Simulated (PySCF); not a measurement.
# HBO (BHO): electronic excitations at several levels of theory

How much do the electronic excitations of HBO (BHO) (`B=O`) depend on the level of theory, and what does each level cost?

Programs: PySCF 2.14.0, with density-fitted response routines of our own. Each step states its level of theory. These are calculated values for one molecule in the gas phase, unless marked as measured. Atoms count from 0, in the outputs and in this text.

### Step 1. The molecule as given

3 atoms, charge 0, multiplicity 1; geometry from: GFN2-xTB. The atoms were then displaced at random by about 0.03 Å, so the start is not that level's minimum.

Bonds of the start (Å): B0–O1 1.11, B0–H2 1.27.

### Step 2. Geometry optimisation at PBE0-D3(BJ)/def2-SVP

The job: settings as JSON, then the geometry in Å.

```
{"job": {"xc": "PBE0", "basis": "def2-SVP", "d3": "d3bj", "grid": 1, "shake": 0.03, "kind": "geom"}, "charge": 0, "multiplicity": 1}
B      0.055460    -0.078690     0.004320
O      1.162500    -0.008070    -0.028040
H     -1.211400    -0.015520    -0.021280
```

Command:

```console
OMP_NUM_THREADS=1 python probes_run.py task.json out
```

This one command runs all jobs of the session in turn.

Standard output:

```text
step   0  E = -100.49136371  max force = 0.260794
step   1  E = -100.51155741  max force = 0.036680
step   2  E = -100.51233920  max force = 0.009495
step   3  E = -100.51239491  max force = 0.001181
step   4  E = -100.51239715  max force = 0.000529
step   5  E = -100.51239776  max force = 0.000088
optimisation converged
```

Wall time 1.3 s (1 thread of Arm Neoverse V2, shared host); peak memory 0.22 GiB.

Along the way:

| step | energy from step 0 (eV) | largest force component (eV/Å) |
| --- | --- | --- |
| 0 | 0.0000 | 13.4106 |
| 1 | -0.5495 | 1.8862 |
| 2 | -0.5708 | 0.4883 |
| 3 | -0.5723 | 0.0607 |
| 4 | -0.5723 | 0.0272 |
| 5 | -0.5724 | 0.0045 |

Distances of close pairs at the start and the end, largest changes first:

| bond | before (Å) | after (Å) | change (Å) |
| --- | --- | --- | --- |
| B0–O1 | 1.110 | 1.199 | +0.090 |
| B0–H2 | 1.269 | 1.185 | -0.084 |

The next job starts from the end point, and lists it.

| at the end point | value |
| --- | --- |
| point group (found at 0.08 Å tolerance) | Cinfv |
| rotational constants (GHz, main isotopes) | 39.265, 39.265 |
| dipole moment (D) | 2.50 |

### Step 3. Excited states and response: PBE0/def2-SVP

The job: settings as JSON, then the geometry in Å.

```
{"job": {"kind": "uv", "xc": "PBE0", "basis": "def2-SVP"}, "charge": 0, "multiplicity": 1}
B     -0.002800    -0.034194    -0.014946
O      1.196666    -0.030527    -0.018749
H     -1.187306    -0.037559    -0.011305
```

Method: TDDFT PBE0/def2-SVP, vertical, gas phase, core orbitals frozen in the response.

Standard output:

```text
coarse grid: 2792 points
cycle   1  E = -100.3540406156  dE =  1.329e-01  |g| = 7.903e-01  |ddm| = 1.979e+00
cycle   2  E = -99.5822930005  dE =  7.717e-01  |g| = 2.018e+00  |ddm| = 1.886e+00
cycle   3  E = -100.4894276410  dE = -9.071e-01  |g| = 4.448e-02  |ddm| = 1.469e+00
cycle   4  E = -100.4900639928  dE = -6.364e-04  |g| = 1.916e-02  |ddm| = 7.748e-02
cycle   5  E = -100.4901557970  dE = -9.180e-05  |g| = 4.207e-03  |ddm| = 2.445e-02
cycle   6  E = -100.4901593581  dE = -3.561e-06  |g| = 7.880e-04  |ddm| = 2.789e-03
final grid: 27792 points
cycle   7  E = -100.5117350611  dE =  6.602e-06  |g| = 1.141e-02  |ddm| = 1.465e-02
cycle   8  E = -100.5116351181  dE =  9.994e-05  |g| = 2.520e-02  |ddm| = 2.165e-02
cycle   9  E = -100.5117610848  dE = -1.260e-04  |g| = 1.267e-04  |ddm| = 1.520e-02
cycle  10  E = -100.5117610896  dE = -4.733e-09  |g| = 6.820e-05  |ddm| = 1.960e-04
cycle  11  E = -100.5117610906  dE = -9.907e-10  |g| = 1.303e-05  |ddm| = 6.149e-05
converged SCF energy = -100.5117610906

Static polarisability (au): isotropic 12.574, principal 9.818 9.818 18.085

Singlet excitations
state   eV       nm        f      main configurations
  1   8.1640    151.9   0.00000   H-1->L 0.50, H->L+1 0.50
  2   8.4598    146.6   0.00000   H->L+1 0.29, H-1->L 0.29, H->L 0.20
  3   8.4598    146.6   0.00000   H->L 0.29, H-1->L+1 0.29, H->L+1 0.20
  4   9.9984    124.0   0.00034   H-2->L 0.99
  5   9.9984    124.0   0.00034   H-2->L+1 0.99
  6  10.2718    120.7   0.07625   H->L+2 0.97
  7  10.2718    120.7   0.07625   H-1->L+2 0.97
  8  11.3009    109.7   0.02113   H-2->L+2 0.61, H-1->L+1 0.19, H->L 0.19
  9  12.6872     97.7   0.44386   H-2->L+2 0.35, H-1->L+1 0.26, H->L 0.26
 10  12.8245     96.7   0.34128   H-3->L+1 0.96

Triplet excitations (Tamm-Dancoff, eV): 6.8007 7.3619 7.3619 8.1852
```

Wall time 0.5 s (1 thread of Arm Neoverse V2, shared host); peak memory 0.22 GiB.

Frontier orbitals and where they lie:

| orbital | eV | atoms |
| --- | --- | --- |
| HOMO−3 | -13.59 | B0 47 %, H2 44 %, O1 9 % |
| HOMO−2 | -11.80 | O1 82 %, B0 13 %, H2 6 % |
| HOMO−1 | -10.37 | O1 71 %, B0 28 % |
| HOMO | -10.37 | O1 71 %, B0 28 % |
| LUMO | 0.38 | B0 76 %, O1 22 % |
| LUMO+1 | 0.38 | B0 76 %, O1 22 % |
| LUMO+2 | 1.63 | B0 75 %, H2 20 %, O1 5 % |

With each of the 10 states as a Gaussian band of 0.4 eV half-width at 1/e, the curve within the window shown has maxima at 121 nm (ε 6,200), 110 nm (ε 860) L/(mol cm). Beyond the last state computed it falls off for lack of states. The curve at chosen wavelengths:

```csv
nm,ε (L/mol/cm)
100,15115
103,1599
105,337
108,703
110,863
113,723
115,1378
118,4390
120,6053
123,4933
125,2860
128,739
130,219
133,24
135,4
138,0
140,0
143,0
145,0
148,0
150,0
153,0
155,0
158,0
160,0
163,0
```

Ground-state properties from the same run:

| property | computed |
| --- | --- |
| dipole moment (D) | 2.50 |
| polarisability (Å³) | 1.86 |
| HOMO–LUMO gap (eV) | 10.75 |
| −ε(HOMO) (eV) | 10.37 |

### Step 4. TDDFT and polarisability: PBE0/def2-TZVP

The job: settings as JSON, then the geometry in Å.

```
{"job": {"kind": "uv", "xc": "PBE0", "basis": "def2-TZVP"}, "charge": 0, "multiplicity": 1}
B     -0.002800    -0.034194    -0.014946
O      1.196666    -0.030527    -0.018749
H     -1.187306    -0.037559    -0.011305
```

With the program's defaults for keys left out, this is: TDDFT PBE0/def2-TZVP, vertical, gas phase, core orbitals frozen in the response.

Standard output:

```text
coarse grid: 2792 points
cycle   1  E = -100.4910410651  dE =  1.476e-01  |g| = 8.197e-01  |ddm| = 1.489e+00
cycle   2  E = -99.7002942231  dE =  7.907e-01  |g| = 2.078e+00  |ddm| = 1.291e+00
cycle   3  E = -100.6275519581  dE = -9.273e-01  |g| = 6.093e-02  |ddm| = 9.730e-01
cycle   4  E = -100.6285409696  dE = -9.890e-04  |g| = 2.579e-02  |ddm| = 7.051e-02
cycle   5  E = -100.6286918018  dE = -1.508e-04  |g| = 5.490e-03  |ddm| = 2.105e-02
cycle   6  E = -100.6286977100  dE = -5.908e-06  |g| = 8.921e-04  |ddm| = 2.770e-03
final grid: 27792 points
cycle   7  E = -100.6286301038  dE = -6.272e-06  |g| = 1.146e-02  |ddm| = 1.608e-02
cycle   8  E = -100.6285391851  dE =  9.092e-05  |g| = 2.497e-02  |ddm| = 1.440e-02
cycle   9  E = -100.6286536943  dE = -1.145e-04  |g| = 3.425e-04  |ddm| = 1.008e-02
cycle  10  E = -100.6286537216  dE = -2.727e-08  |g| = 7.815e-05  |ddm| = 2.673e-04
cycle  11  E = -100.6286537230  dE = -1.372e-09  |g| = 2.739e-05  |ddm| = 7.521e-05
cycle  12  E = -100.6286537231  dE = -1.521e-10  |g| = 1.841e-06  |ddm| = 1.653e-05
converged SCF energy = -100.6286537231

Static polarisability (au): isotropic 15.464, principal 12.927 12.927 20.538

Singlet excitations
state   eV       nm        f      main configurations
  1   8.0000    155.0   0.00000   H-1->L 0.49, H->L+1 0.49
  2   8.2371    150.5   0.00000   H-1->L+1 0.30, H->L 0.30, H->L+1 0.20
  3   8.2371    150.5   0.00000   H->L+1 0.30, H-1->L 0.30, H-1->L+1 0.20
  4   9.7838    126.7   0.00030   H-2->L 0.99
  5   9.7838    126.7   0.00030   H-2->L+1 0.99
  6   9.8575    125.8   0.09150   H->L+2 0.98
  7   9.8575    125.8   0.09150   H-1->L+2 0.98
  8  10.7717    115.1   0.07012   H-2->L+2 0.32, H-1->L+1 0.31, H->L 0.31
  9  11.1349    111.3   0.02183   H-1->L+3 0.98
 10  11.1349    111.3   0.02183   H->L+3 0.98

Triplet excitations (Tamm-Dancoff, eV): 6.7520 7.2586 7.2586 8.0191
```

Wall time 0.95 s (1 thread of Arm Neoverse V2, shared host); peak memory 0.26 GiB.

Key values: HOMO -10.42 eV, LUMO 0.00 eV; lowest singlet 8.00 eV.

### Step 5. TDDFT and polarisability: PBE0/aug-cc-pVDZ

The job: settings as JSON, then the geometry in Å.

```
{"job": {"kind": "uv", "xc": "PBE0", "basis": "aug-cc-pVDZ"}, "charge": 0, "multiplicity": 1}
B     -0.002800    -0.034194    -0.014946
O      1.196666    -0.030527    -0.018749
H     -1.187306    -0.037559    -0.011305
```

With the program's defaults for keys left out, this is: TDDFT PBE0/aug-cc-pVDZ, vertical, gas phase, core orbitals frozen in the response.

Standard output:

```text
coarse grid: 2792 points
cycle   1  E = -100.4656861414  dE =  1.508e-01  |g| = 7.734e-01  |ddm| = 4.266e+00
cycle   2  E = -99.7203445273  dE =  7.453e-01  |g| = 1.991e+00  |ddm| = 2.833e+00
cycle   3  E = -100.5951169820  dE = -8.748e-01  |g| = 4.195e-02  |ddm| = 2.039e+00
cycle   4  E = -100.5956475103  dE = -5.305e-04  |g| = 1.943e-02  |ddm| = 1.615e-01
cycle   5  E = -100.5957420466  dE = -9.454e-05  |g| = 4.276e-03  |ddm| = 5.013e-02
cycle   6  E = -100.5957456852  dE = -3.639e-06  |g| = 8.158e-04  |ddm| = 4.894e-03
final grid: 27792 points
cycle   7  E = -100.5996102419  dE =  5.774e-06  |g| = 1.082e-02  |ddm| = 4.651e-02
cycle   8  E = -100.5995205115  dE =  8.973e-05  |g| = 2.398e-02  |ddm| = 3.804e-02
cycle   9  E = -100.5996337315  dE = -1.132e-04  |g| = 2.219e-04  |ddm| = 2.583e-02
cycle  10  E = -100.5996337459  dE = -1.444e-08  |g| = 6.823e-05  |ddm| = 7.731e-04
cycle  11  E = -100.5996337469  dE = -1.010e-09  |g| = 2.146e-05  |ddm| = 1.391e-04
cycle  12  E = -100.5996337470  dE = -9.885e-11  |g| = 2.888e-07  |ddm| = 3.628e-05
converged SCF energy = -100.5996337470

Static polarisability (au): isotropic 16.607, principal 14.191 14.191 21.441

Singlet excitations
state   eV       nm        f      main configurations
  1   7.9377    156.2   0.00000   H-1->L 0.47, H->L+1 0.47
  2   8.1802    151.6   0.00000   H->L+1 0.32, H-1->L 0.32, H->L 0.15
  3   8.1802    151.6   0.00000   H->L 0.32, H-1->L+1 0.32, H->L+1 0.15
  4   9.5171    130.3   0.08240   H->L+3 0.86, H->L+2 0.11
  5   9.5171    130.3   0.08240   H-1->L+3 0.86, H-1->L+2 0.11
  6   9.7823    126.7   0.00062   H-2->L 0.94
  7   9.7823    126.7   0.00062   H-2->L+1 0.94
  8   9.8726    125.6   0.00318   H->L+2 0.84, H->L+3 0.10
  9   9.8726    125.6   0.00318   H-1->L+2 0.84, H-1->L+3 0.10
 10  10.1705    121.9   0.06812   H-1->L+1 0.37, H->L 0.37, H->L+4 0.09

Triplet excitations (Tamm-Dancoff, eV): 6.7290 7.2346 7.2346 7.9559
```

Run time: 0.85 s. Hardware: 1 thread of Arm Neoverse V2, shared host; peak memory 0.26 GiB.

This run: HOMO -10.46 eV, LUMO -0.26 eV; lowest singlet 7.94 eV.

### Step 6. Excited states and response: PBE0/aug-cc-pVTZ

The job: settings as JSON, then the geometry in Å.

```
{"job": {"kind": "uv", "xc": "PBE0", "basis": "aug-cc-pVTZ"}, "charge": 0, "multiplicity": 1}
B     -0.002800    -0.034194    -0.014946
O      1.196666    -0.030527    -0.018749
H     -1.187306    -0.037559    -0.011305
```

With the program's defaults for keys left out, this is: TDDFT PBE0/aug-cc-pVTZ, vertical, gas phase, core orbitals frozen in the response.

Standard output:

```text
coarse grid: 2792 points
cycle   1  E = -100.4921704922  dE =  1.470e-01  |g| = 8.175e-01  |ddm| = 3.814e+00
cycle   2  E = -99.7072955799  dE =  7.849e-01  |g| = 2.074e+00  |ddm| = 2.840e+00
cycle   3  E = -100.6274194139  dE = -9.201e-01  |g| = 6.098e-02  |ddm| = 2.023e+00
cycle   4  E = -100.6283897608  dE = -9.703e-04  |g| = 2.627e-02  |ddm| = 1.742e-01
cycle   5  E = -100.6285443502  dE = -1.546e-04  |g| = 5.702e-03  |ddm| = 4.767e-02
cycle   6  E = -100.6285507164  dE = -6.366e-06  |g| = 9.047e-04  |ddm| = 6.620e-03
final grid: 27792 points
cycle   7  E = -100.6257174837  dE = -7.251e-06  |g| = 1.157e-02  |ddm| = 8.169e-02
cycle   8  E = -100.6256255763  dE =  9.191e-05  |g| = 2.523e-02  |ddm| = 3.722e-02
cycle   9  E = -100.6257414074  dE = -1.158e-04  |g| = 3.496e-04  |ddm| = 2.577e-02
cycle  10  E = -100.6257414364  dE = -2.896e-08  |g| = 8.288e-05  |ddm| = 7.607e-04
cycle  11  E = -100.6257414379  dE = -1.497e-09  |g| = 2.989e-05  |ddm| = 1.925e-04
cycle  12  E = -100.6257414380  dE = -1.816e-10  |g| = 1.776e-06  |ddm| = 3.639e-05
converged SCF energy = -100.6257414380

Static polarisability (au): isotropic 16.809, principal 14.489 14.489 21.449

Singlet excitations
state   eV       nm        f      main configurations
  1   7.9168    156.6   0.00000   H->L 0.39, H-1->L+1 0.39
  2   8.1326    152.5   0.00000   H->L+1 0.45, H-1->L 0.45
  3   8.1326    152.5   0.00000   H->L 0.45, H-1->L+1 0.45
  4   9.4545    131.1   0.08193   H->L+3 0.51, H->L+2 0.24, H-1->L+3 0.14
  5   9.4545    131.1   0.08193   H-1->L+3 0.51, H-1->L+2 0.24, H->L+3 0.14
  6   9.6786    128.1   0.00051   H-2->L 0.94
  7   9.6786    128.1   0.00051   H-2->L+1 0.94
  8   9.7847    126.7   0.00010   H->L+2 0.64, H->L+3 0.29
  9   9.7847    126.7   0.00010   H-1->L+2 0.64, H-1->L+3 0.29
 10  10.0851    122.9   0.07298   H->L+1 0.31, H-1->L 0.31

Triplet excitations (Tamm-Dancoff, eV): 6.7246 7.2122 7.2122 7.9346
```

It took 1.7 s on 1 thread of Arm Neoverse V2, shared host; peak memory 0.32 GiB.

This run: HOMO -10.44 eV, LUMO -0.28 eV; lowest singlet 7.92 eV.

### Step 7. Excited states and response: PBE0/def2-TZVPD

The job: settings as JSON, then the geometry in Å.

```
{"job": {"kind": "uv", "xc": "PBE0", "basis": "def2-TZVPD"}, "charge": 0, "multiplicity": 1}
B     -0.002800    -0.034194    -0.014946
O      1.196666    -0.030527    -0.018749
H     -1.187306    -0.037559    -0.011305
```

Level: TDDFT PBE0/def2-TZVPD, vertical, gas phase, core orbitals frozen in the response.

Standard output:

```text
coarse grid: 2792 points
cycle   1  E = -100.4911531908  dE =  1.483e-01  |g| = 8.208e-01  |ddm| = 1.371e+00
cycle   2  E = -99.6938565715  dE =  7.973e-01  |g| = 2.085e+00  |ddm| = 1.372e+00
cycle   3  E = -100.6279108323  dE = -9.341e-01  |g| = 6.097e-02  |ddm| = 9.984e-01
cycle   4  E = -100.6288976214  dE = -9.868e-04  |g| = 2.587e-02  |ddm| = 8.108e-02
cycle   5  E = -100.6290493764  dE = -1.518e-04  |g| = 5.551e-03  |ddm| = 2.177e-02
cycle   6  E = -100.6290554153  dE = -6.039e-06  |g| = 8.963e-04  |ddm| = 3.502e-03
final grid: 27792 points
cycle   7  E = -100.6289869516  dE = -6.460e-06  |g| = 1.147e-02  |ddm| = 5.210e-02
cycle   8  E = -100.6288957988  dE =  9.115e-05  |g| = 2.501e-02  |ddm| = 1.671e-02
cycle   9  E = -100.6290105616  dE = -1.148e-04  |g| = 3.455e-04  |ddm| = 1.157e-02
cycle  10  E = -100.6290105892  dE = -2.765e-08  |g| = 7.895e-05  |ddm| = 3.101e-04
cycle  11  E = -100.6290105906  dE = -1.406e-09  |g| = 2.757e-05  |ddm| = 7.232e-05
cycle  12  E = -100.6290105908  dE = -1.542e-10  |g| = 1.844e-06  |ddm| = 2.288e-05
converged SCF energy = -100.6290105908

Static polarisability (au): isotropic 16.824, principal 14.513 14.513 21.447

Singlet excitations
state   eV       nm        f      main configurations
  1   7.9315    156.3   0.00000   H-1->L 0.48, H->L+1 0.48
  2   8.1538    152.1   0.00000   H->L 0.33, H-1->L+1 0.33, H->L+1 0.16
  3   8.1538    152.1   0.00000   H-1->L 0.33, H->L+1 0.33, H->L 0.16
  4   9.5008    130.5   0.08485   H->L+2 0.81, H->L+3 0.17
  5   9.5008    130.5   0.08485   H-1->L+2 0.81, H-1->L+3 0.17
  6   9.6975    127.9   0.00034   H-2->L 0.97
  7   9.6975    127.9   0.00034   H-2->L+1 0.97
  8  10.0565    123.3   0.00003   H->L+3 0.80, H->L+2 0.18
  9  10.0565    123.3   0.00003   H-1->L+3 0.80, H-1->L+2 0.18
 10  10.3842    119.4   0.12840   H-1->L+1 0.38, H->L 0.38, H-2->L+3 0.09

Triplet excitations (Tamm-Dancoff, eV): 6.7293 7.2204 7.2205 7.9496
```

Run time: 1.2 s. Hardware: 1 thread of Arm Neoverse V2, shared host; peak memory 0.32 GiB.

Key values: HOMO -10.44 eV, LUMO -0.20 eV; lowest singlet 7.93 eV.

### Step 8. Ultraviolet spectrum: PBE0/6-31+G*

The job: settings as JSON, then the geometry in Å.

```
{"job": {"kind": "uv", "xc": "PBE0", "basis": "6-31+G*"}, "charge": 0, "multiplicity": 1}
B     -0.002800    -0.034194    -0.014946
O      1.196666    -0.030527    -0.018749
H     -1.187306    -0.037559    -0.011305
```

Method: TDDFT PBE0/6-31+G*, vertical, gas phase, core orbitals frozen in the response.

Standard output:

```text
coarse grid: 2792 points
cycle   1  E = -100.4745104035  dE =  1.468e-01  |g| = 7.659e-01  |ddm| = 1.580e+00
cycle   2  E = -99.7554311812  dE =  7.191e-01  |g| = 1.962e+00  |ddm| = 1.585e+00
cycle   3  E = -100.6027739218  dE = -8.473e-01  |g| = 4.022e-02  |ddm| = 1.180e+00
cycle   4  E = -100.6032571850  dE = -4.833e-04  |g| = 1.885e-02  |ddm| = 6.326e-02
cycle   5  E = -100.6033479936  dE = -9.081e-05  |g| = 4.160e-03  |ddm| = 1.685e-02
cycle   6  E = -100.6033514706  dE = -3.477e-06  |g| = 7.514e-04  |ddm| = 2.194e-03
final grid: 27792 points
cycle   7  E = -100.5897854913  dE =  5.211e-06  |g| = 1.053e-02  |ddm| = 1.233e-02
cycle   8  E = -100.5897010115  dE =  8.448e-05  |g| = 2.325e-02  |ddm| = 1.842e-02
cycle   9  E = -100.5898079624  dE = -1.070e-04  |g| = 2.497e-04  |ddm| = 1.268e-02
cycle  10  E = -100.5898079800  dE = -1.769e-08  |g| = 6.621e-05  |ddm| = 2.892e-04
cycle  11  E = -100.5898079810  dE = -9.722e-10  |g| = 1.901e-05  |ddm| = 5.573e-05
converged SCF energy = -100.5898079810

Static polarisability (au): isotropic 14.158, principal 10.641 10.641 21.192

Singlet excitations
state   eV       nm        f      main configurations
  1   8.0269    154.5   0.00000   H-1->L 0.47, H->L+1 0.47
  2   8.2671    150.0   0.00000   H->L+1 0.29, H-1->L 0.29, H->L 0.19
  3   8.2671    150.0   0.00000   H->L 0.29, H-1->L+1 0.29, H->L+1 0.19
  4   9.5273    130.1   0.09569   H->L+2 0.83, H->L+3 0.14
  5   9.5273    130.1   0.09569   H-1->L+2 0.83, H-1->L+3 0.14
  6   9.8385    126.0   0.00055   H-2->L 0.95
  7   9.8385    126.0   0.00055   H-2->L+1 0.95
  8  10.0169    123.8   0.00121   H->L+3 0.82, H->L+2 0.15
  9  10.0169    123.8   0.00121   H-1->L+3 0.82, H-1->L+2 0.15
 10  10.2934    120.5   0.07168   H-1->L+1 0.37, H->L 0.37

Triplet excitations (Tamm-Dancoff, eV): 6.7742 7.3041 7.3041 8.0452
```

Run time: 0.61 s. Hardware: 1 thread of Arm Neoverse V2, shared host; peak memory 0.32 GiB.

Key values: HOMO -10.44 eV, LUMO -0.13 eV; lowest singlet 8.03 eV.

### Step 9. Comparing the runs: electronic excitations

Excitations and ground-state properties, with basis size and wall time:

| run | lowest singlet (eV) | brightest (eV) | f | gap (eV) | α (Å³) | μ (D) | functions | time |
| --- | --- | --- | --- | --- | --- | --- | --- | --- |
| PBE0/def2-SVP | 8.16 | 12.69 | 0.444 | 10.75 | 1.86 | 2.50 | 33 | 0.5 s |
| PBE0/def2-TZVP | 8.00 | 9.86 | 0.091 | 10.42 | 2.29 | 2.76 | 68 | 0.95 s |
| PBE0/aug-cc-pVDZ | 7.94 | 9.52 | 0.082 | 10.20 | 2.46 | 2.78 | 55 | 0.85 s |
| PBE0/aug-cc-pVTZ | 7.92 | 9.45 | 0.082 | 10.15 | 2.49 | 2.80 | 115 | 1.7 s |
| PBE0/def2-TZVPD | 7.93 | 10.38 | 0.128 | 10.24 | 2.49 | 2.79 | 86 | 1.2 s |
| PBE0/6-31+G* | 8.03 | 9.53 | 0.096 | 10.31 | 2.10 | 2.81 | 38 | 0.61 s |

### Step 10. Outcome

| quantity | value |
| --- | --- |
| point group | Cinfv |
| rotational constants (main isotopes) | 39.27, 39.27 GHz |
| lowest singlet (PBE0/def2-SVP) | 8.16 eV (152 nm), f = 0.000 |
| brightest single state of those computed | state 9, 12.69 eV, f = 0.444 |
| lowest triplet | 6.80 eV |
| range of the lowest singlet | 7.92 to 8.16 eV |

In words: Single values in the summary come from the first run of each kind that ended normally (PBE0/def2-SVP), which need not be the best level. The start was shaken at random, so part of the energy gained undoes that. Relaxing lowered the energy by 0.572 eV in 5 steps; the close pair that moved most is B0–O1, from 1.110 to 1.199 Å. No frequency check was run at this level, so the end point may be a saddle. The lowest singlet, at 8.16 eV, is HOMO−1→LUMO 0.50, HOMO→LUMO+1 0.50 and is dark; of the 10 states computed, the strongest absorption comes from state 9 at 12.69 eV (the last state computed is bright too, and its partners may lie past the list). The lowest triplet lies 1.36 eV below the lowest singlet (triplets in Tamm-Dancoff, singlets in full TDDFT). States above −ε(HOMO) lie where TDDFT describes them poorly and they hang on the basis; the brightest is among them. The basis of PBE0/def2-SVP has no diffuse functions, so Rydberg states are missing and the high states are unreliable. The lowest singlet runs from 7.92 eV (PBE0/aug-cc-pVTZ) to 8.16 eV (PBE0/def2-SVP), while the orbital gap spans 10.15 to 10.75 eV. The lowest state need not be the same one in every run. The runs solved for a few states only, so the brightest column depends on that window.
